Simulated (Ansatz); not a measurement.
**AlClH4Si (built from SMILES [SiH3][AlH][Cl]): a reaction path by the nudged elastic band**

What path joins these two structures, and how high does it climb? Both ends were relaxed at PBE0-D4 in triple zeta. A second band with other settings follows.

Computed with Ansatz 0.2.0, Gaussian basis. Level: PBE0-D4/def2-SVP.

16 further runs of the same task are left out: 16 set aside as unsound or not needed.

## (1) The system as given

The first end: 7 atoms, charge 0, spin multiplicity 1.

Atoms are counted from 1 here; the program's logs count them from 0.

Bond lengths: Al1–Si2 2.447 Å, Al1–H3 1.581 Å, Al1–Cl4 2.104 Å, Si2–H5 1.491 Å, Si2–H6 1.487 Å, Si2–H7 1.491 Å. Angles: Si2–Al1–H3 125.8°, Si2–Al1–Cl4 118.1°, H3–Al1–Cl4 116.2°, Al1–Si2–H5 110.2°, Al1–Si2–H6 112.2°, Al1–Si2–H7 110.3°, H5–Si2–H6 108.4°, H5–Si2–H7 107.2°, H6–Si2–H7 108.4°.

Geometry (Å):

```xyz
7

Al   -1.2387   -0.5180    0.1776
Si    1.0414    0.2968   -0.1768
H    -1.7261   -2.0106   -0.0088
Cl   -2.7024    0.8668    0.7818
H     1.9876   -0.4087    0.7343
H     1.1588    1.7595    0.0656
H     1.4794    0.0142   -1.5738
```

The second end:

```
Al   -1.8365    0.9347    1.4701
Si    1.0814   -0.1652   -0.4268
H    -0.3525   -0.4357   -0.7253
Cl   -3.5334   -0.1041    0.6617
H     1.3924   -0.6703    0.9342
H     1.3201    1.2986   -0.4832
H     1.9286   -0.8580   -1.4308
```

## (2) The band at PBE0-D4/def2-SVP

The input, neb/in.yaml:

```yaml
crystal:
  periodic: [false, false, false]
  atoms:
    - {symbol: Al, position_ang: [-1.238675, -0.517957, 0.177648]}
    - {symbol: Si, position_ang: [1.041416, 0.296753, -0.176842]}
    - {symbol: H, position_ang: [-1.726114, -2.010552, -0.008806]}
    - {symbol: Cl, position_ang: [-2.702396, 0.866778, 0.781841]}
    - {symbol: H, position_ang: [1.987624, -0.408744, 0.734333]}
    - {symbol: H, position_ang: [1.158796, 1.759531, 0.065596]}
    - {symbol: H, position_ang: [1.479448, 0.014192, -1.573770]}
basis:
  gaussian: {orbitals: def2-SVP}
hamiltonian: {xc: pbe0, dispersion: d4}
neb:
  images: 5
  climbing: true
  max_iterations: 40
  initial_path: idpp
  final_atoms:
    - {symbol: Al, position_ang: [-1.836491, 0.934683, 1.470107]}
    - {symbol: Si, position_ang: [1.081384, -0.165164, -0.426769]}
    - {symbol: H, position_ang: [-0.352452, -0.435663, -0.725280]}
    - {symbol: Cl, position_ang: [-3.533416, -0.104124, 0.661716]}
    - {symbol: H, position_ang: [1.392370, -0.670302, 0.934247]}
    - {symbol: H, position_ang: [1.320101, 1.298561, -0.483201]}
    - {symbol: H, position_ang: [1.928604, -0.857992, -1.430820]}
```

On the command line:

```sh
ansatz run in.yaml --threads 2 --pin off --events-out ev --progress --plain --max-ram 4352MiB
```

Standard output:

```text
Functional definition: PBE0
  name "PBE0"
  cite "Adamo & Barone, J. Chem. Phys. 110, 6158 (1999) doi:10.1063/1.478522"
  cite "Perdew, Burke & Ernzerhof, Phys. Rev. Lett. 77, 3865 (1996) doi:10.1103/PhysRevLett.77.3865"
  parent pbe
  parameter a = 0.25
  parameter kappa = 0.804
  parameter beta = 0.06672455060314922
  exchange = (1 - a)*pbe_x(kappa = kappa, mu = beta*pi^2/3) + a*exact_x
  correlation = pbe_c(beta = beta)
738 factors; integrals over basis functions are off by at most 3.3e-4 eV
mean field evaluation 1: about -27043.9657 eV, gradient 1.4e1 eV
mean field evaluation 2: about -27044.2332 eV, gradient 1.1e1 eV
mean field evaluation 4: about -27044.6181 eV, gradient 3.5e-1 eV
mean field evaluation 8: about -27044.6192 eV, gradient 1.2e-2 eV
mean field -27044.61924915 eV, -993.8714259048 hartree, gradient 1.3e-5 eV, S^2 0.000000; 0 other end points of the search recorded, 0 dependent functions left out
the calculation of the forces begins
reference -27044.61927698 eV, -993.8714269278 hartree; 24, 24 occupied and 50, 50 virtual orbitals, 738 factors
[... from here to the last solve, the lines of the solves are left out (95 solves) ...]
WARN: NEB end point (image 0): max|allowed force component| = 1.455e-1 eV/Å (the criterion of neb.relax_end_points is 1.000e-2). That is over neb.f_tol: it is no minimum, so the barrier can be far off. Relax it first
WARN: NEB end point (image 6): max|allowed force component| = 1.445e-1 eV/Å (the criterion of neb.relax_end_points is 1.000e-2). That is over neb.f_tol: it is no minimum, so the barrier can be far off. Relax it first
NEB iter   1: max|band force component| = 2.651e0 eV/Å  barrier→ = 3.7783 eV  barrier← = 3.0930 eV  Δτ_max = 0.2000 Å  (157 SCF iters)
NEB iter   2: max|band force component| = 2.080e0 eV/Å  barrier→ = 3.0453 eV  barrier← = 2.3600 eV  Δτ_max = 0.2000 Å  (129 SCF iters)
NEB iter   3: max|band force component| = 2.117e0 eV/Å  barrier→ = 2.6100 eV  barrier← = 1.9247 eV  Δτ_max = 0.2000 Å  (131 SCF iters)
NEB iter   4: max|band force component| = 1.238e0 eV/Å  barrier→ = 2.0603 eV  barrier← = 1.3750 eV  Δτ_max = 0.1550 Å  (124 SCF iters)
NEB iter   5: max|band force component| = 1.085e0 eV/Å  barrier→ = 2.0424 eV  barrier← = 1.3571 eV  CI = image 3  Δτ_max = 0.1998 Å  (115 SCF iters)
NEB iter   6: max|band force component| = 4.753e-1 eV/Å  barrier→ = 2.3775 eV  barrier← = 1.6922 eV  CI = image 3  Δτ_max = 0.2000 Å  (117 SCF iters)
NEB iter   7: max|band force component| = 4.265e-1 eV/Å  barrier→ = 2.2565 eV  barrier← = 1.5711 eV  CI = image 3  Δτ_max = 0.2000 Å  (122 SCF iters)
NEB iter   8: max|band force component| = 3.570e-1 eV/Å  barrier→ = 2.1751 eV  barrier← = 1.4898 eV  CI = image 3  Δτ_max = 0.1863 Å  (125 SCF iters)
NEB iter   9: max|band force component| = 2.517e-1 eV/Å  barrier→ = 2.1446 eV  barrier← = 1.4592 eV  CI = image 3  Δτ_max = 0.1947 Å  (119 SCF iters)
NEB iter  10: max|band force component| = 2.893e-1 eV/Å  barrier→ = 2.1387 eV  barrier← = 1.4533 eV  CI = image 3  Δτ_max = 0.0740 Å  (118 SCF iters)
NEB iter  11: max|band force component| = 8.048e-2 eV/Å  barrier→ = 2.1338 eV  barrier← = 1.4485 eV  CI = image 3  Δτ_max = 0.0502 Å  (108 SCF iters)
739 factors; integrals over basis functions are off by at most 9.1e-4 eV
mean field -27043.86795104 eV, -993.8438162087 hartree, gradient 2.2e-6 eV, S^2 0.000000; 0 other end points of the search recorded, 0 dependent functions left out
the calculation of the forces begins
reference -27043.86797970 eV, -993.8438172619 hartree; 24, 24 occupied and 50, 50 virtual orbitals, 739 factors
NEB iter  12: max|band force component| = 3.909e-2 eV/Å  barrier→ = 2.1341 eV  barrier← = 1.4488 eV  CI = image 3  Δτ_max = 0.0000 Å  (772 SCF iters)
Total energy: -27042.60187698 eV, -993.7972888453 hartree
Atom 0 at    -1.127050     0.844822     0.670077 Å, force     0.016359    -0.005667    -0.005191 eV/Å
Atom 1 at     0.857827    -0.016990    -0.403570 Å, force    -0.006313    -0.022938     0.017180 eV/Å
Atom 2 at    -0.677628    -0.815890     0.064572 Å, force     0.002706     0.006757     0.006614 eV/Å
Atom 3 at    -3.017843     0.384061     1.480147 Å, force    -0.016701     0.005439    -0.001043 eV/Å
Atom 4 at     1.519983    -0.920444     0.589981 Å, force     0.005156     0.004771    -0.022415 eV/Å
Atom 5 at     1.846087     1.105843    -0.635896 Å, force    -0.006515     0.008278    -0.001050 eV/Å
Atom 6 at     0.598722    -0.581400    -1.765312 Å, force     0.005308     0.003360     0.005905 eV/Å
Dipole moment:     0.083452     0.080029    -0.037558 e Å
```

Run time: 1.7 min. Hardware: 2 threads of Arm Neoverse V1, shared host.

The last band:

| image | path (Å) | energy (eV) | Si2–H3 (Å) | Al1–Si2 (Å) | Al1–H3 (Å) |
| --- | --- | --- | --- | --- | --- |
| 0 | 0.00 | 0.000 | 3.61 | 2.45 | 1.58 |
| 1 | 0.97 | 0.171 | 3.22 | 2.42 | 1.58 |
| 2 | 1.94 | 0.840 | 2.59 | 2.37 | 1.58 |
| 3 | 2.92 | 2.134 | 1.79 | 2.42 | 1.82 |
| 4 | 3.79 | 1.136 | 1.52 | 3.04 | 2.24 |
| 5 | 4.66 | 0.706 | 1.50 | 3.75 | 2.80 |
| 6 | 5.53 | 0.685 | 1.49 | 3.65 | 2.98 |

The highest image, 3:

```xyz
7
charge 0, multiplicity 1
Al   -1.12705    0.84482    0.67008
Si    0.85783   -0.01699   -0.40357
H    -0.67763   -0.81589    0.06457
Cl   -3.01784    0.38406    1.48015
H     1.51998   -0.92044    0.58998
H     1.84609    1.10584   -0.63590
H     0.59872   -0.58140   -1.76531
```

## (3) The band at PBE-D4/def2-SVP, other settings

Changes to neb/in.yaml since step 2:

```diff
@@ -12,3 +12,3 @@
   gaussian: {orbitals: def2-SVP}
-hamiltonian: {xc: pbe0, dispersion: d4}
+hamiltonian: {xc: pbe, dispersion: d4}
 neb:
@@ -17,3 +17,3 @@
   max_iterations: 40
-  initial_path: idpp
+  initial_path: linear
   final_atoms:
```

On the command line:

```sh
ansatz run in.yaml --threads 2 --pin off --events-out ev --progress --plain --max-ram 4352MiB
```

Standard output:

```text
Functional definition: PBE
  name "PBE"
[... 4 set-up lines as earlier in the session ...]
  exchange = pbe_x(kappa = kappa, mu = beta*pi^2/3)
[... 1 set-up line as earlier in the session ...]
816 factors; their error is unknown
mean field evaluation 1: about -27040.6077 eV, gradient 1.8e1 eV
mean field evaluation 2: about -27040.9326 eV, gradient 1.8e1 eV
mean field evaluation 4: about -27041.9879 eV, gradient 9.9e-1 eV
mean field evaluation 8: about -27041.9317 eV, gradient 1.0e-1 eV
mean field evaluation 16: about -27041.9317 eV, gradient 7.9e-6 eV
mean field -27041.93172358 eV, -993.7726611621 hartree, gradient 7.9e-6 eV, S^2 0.000000; 0 other end points of the search recorded, 0 dependent functions left out
the calculation of the forces begins
reference -27041.93176066 eV, -993.7726625247 hartree; 24, 24 occupied and 50, 50 virtual orbitals, 816 factors
[... from here to the last solve, the lines of the solves are left out (103 solves) ...]
WARN: NEB end point (image 0): max|allowed force component| = 3.190e-1 eV/Å (the criterion of neb.relax_end_points is 1.000e-2). That is over neb.f_tol: it is no minimum, so the barrier can be far off. Relax it first
WARN: NEB end point (image 6): max|allowed force component| = 3.157e-1 eV/Å (the criterion of neb.relax_end_points is 1.000e-2). That is over neb.f_tol: it is no minimum, so the barrier can be far off. Relax it first
NEB iter   1: max|band force component| = 2.926e1 eV/Å  barrier→ = 8.5069 eV  barrier← = 7.8923 eV  Δτ_max = 0.2000 Å  (210 SCF iters)
NEB iter   2: max|band force component| = 6.643e0 eV/Å  barrier→ = 3.0635 eV  barrier← = 2.4488 eV  Δτ_max = 0.2000 Å  (156 SCF iters)
NEB iter   3: max|band force component| = 3.376e0 eV/Å  barrier→ = 2.3834 eV  barrier← = 1.7687 eV  Δτ_max = 0.2000 Å  (138 SCF iters)
NEB iter   4: max|band force component| = 1.514e0 eV/Å  barrier→ = 1.7637 eV  barrier← = 1.1490 eV  Δτ_max = 0.1909 Å  (136 SCF iters)
NEB iter   5: max|band force component| = 9.953e-1 eV/Å  barrier→ = 1.7704 eV  barrier← = 1.1558 eV  CI = image 4  Δτ_max = 0.2000 Å  (138 SCF iters)
NEB iter   6: max|band force component| = 8.758e-1 eV/Å  barrier→ = 1.9164 eV  barrier← = 1.3018 eV  CI = image 4  Δτ_max = 0.2000 Å  (142 SCF iters)
NEB iter   7: max|band force component| = 1.021e0 eV/Å  barrier→ = 1.9986 eV  barrier← = 1.3839 eV  CI = image 4  Δτ_max = 0.0995 Å  (134 SCF iters)
NEB iter   8: max|band force component| = 4.263e-1 eV/Å  barrier→ = 1.9879 eV  barrier← = 1.3733 eV  CI = image 4  Δτ_max = 0.0675 Å  (131 SCF iters)
NEB iter   9: max|band force component| = 2.276e-1 eV/Å  barrier→ = 1.9677 eV  barrier← = 1.3530 eV  CI = image 4  Δτ_max = 0.0669 Å  (133 SCF iters)
NEB iter  10: max|band force component| = 1.620e-1 eV/Å  barrier→ = 1.9627 eV  barrier← = 1.3481 eV  CI = image 4  Δτ_max = 0.1969 Å  (129 SCF iters)
NEB iter  11: max|band force component| = 1.005e-1 eV/Å  barrier→ = 1.9600 eV  barrier← = 1.3453 eV  CI = image 4  Δτ_max = 0.0604 Å  (132 SCF iters)
NEB iter  12: max|band force component| = 5.227e-2 eV/Å  barrier→ = 1.9593 eV  barrier← = 1.3446 eV  CI = image 4  Δτ_max = 0.0934 Å  (126 SCF iters)
816 factors; their error is unknown
mean field -27039.99471918 eV, -993.7014775633 hartree, gradient 2.2e-6 eV, S^2 0.000000; 0 other end points of the search recorded, 0 dependent functions left out
the calculation of the forces begins
reference -27039.99475499 eV, -993.7014788791 hartree; 24, 24 occupied and 50, 50 virtual orbitals, 816 factors
NEB iter  13: max|band force component| = 1.606e-2 eV/Å  barrier→ = 1.9588 eV  barrier← = 1.3442 eV  CI = image 4  Δτ_max = 0.0000 Å  (938 SCF iters)
Total energy: -27040.10859010 eV, -993.7056622423 hartree
Atom 0 at    -1.111534     0.805349     0.732053 Å, force    -0.004356    -0.004126     0.006478 eV/Å
Atom 1 at     0.861348     0.004166    -0.414209 Å, force    -0.008707     0.002312     0.009015 eV/Å
Atom 2 at    -0.691420    -0.854308     0.058186 Å, force     0.002725     0.000239     0.004999 eV/Å
Atom 3 at    -3.018830     0.358821     1.552588 Å, force     0.005397     0.003456    -0.009100 eV/Å
Atom 4 at     1.550067    -0.994057     0.480204 Å, force     0.004167    -0.001885    -0.003912 eV/Å
Atom 5 at     1.869468     1.136569    -0.596563 Å, force     0.002503     0.001877    -0.001413 eV/Å
Atom 6 at     0.541000    -0.456539    -1.812259 Å, force    -0.001728    -0.001873    -0.006067 eV/Å
Dipole moment:     0.073808     0.073178    -0.024710 e Å
```

Run time: 93 s. Hardware: 2 threads of Arm Neoverse V1, shared host.

The last band:

| image | path (Å) | energy (eV) | Si2–H3 (Å) | Al1–Si2 (Å) | Al1–H3 (Å) |
| --- | --- | --- | --- | --- | --- |
| 0 | 0.00 | 0.000 | 3.61 | 2.45 | 1.58 |
| 1 | 0.73 | 0.075 | 3.36 | 2.44 | 1.59 |
| 2 | 1.47 | 0.355 | 2.98 | 2.41 | 1.59 |
| 3 | 2.20 | 1.057 | 2.44 | 2.38 | 1.60 |
| 4 | 2.93 | 1.959 | 1.84 | 2.42 | 1.84 |
| 5 | 4.30 | 0.678 | 1.51 | 3.51 | 2.51 |
| 6 | 5.66 | 0.615 | 1.49 | 3.65 | 2.98 |

The highest image, 4:

```
Al   -1.11153    0.80535    0.73205
Si    0.86135    0.00417   -0.41421
H    -0.69142   -0.85431    0.05819
Cl   -3.01883    0.35882    1.55259
H     1.55007   -0.99406    0.48020
H     1.86947    1.13657   -0.59656
H     0.54100   -0.45654   -1.81226
```

## (4) Outcome

| quantity | value |
| --- | --- |
| PBE0-D4/def2-SVP, 12 iterations | highest 2.134 eV (image 3), last end +0.685 eV |
| PBE-D4/def2-SVP, 13 iterations | highest 1.959 eV (image 4), last end +0.615 eV |
| from earlier runs: barrier over the separately found saddle, CCSD(T)/def2-TZVPP | 2.165 eV |

In words: The highest image lies 2.134 eV above the first end, and it climbed, so it estimates the saddle. The ends are not quite minima at this level (largest force component 0.15 eV/Å), which shifts the heights a little. The highest image is 0.031 eV below the CCSD(T) barrier in triple zeta, which comes from separate runs on the saddle. The second band's highest image lies at 1.959 eV; the levels differ.
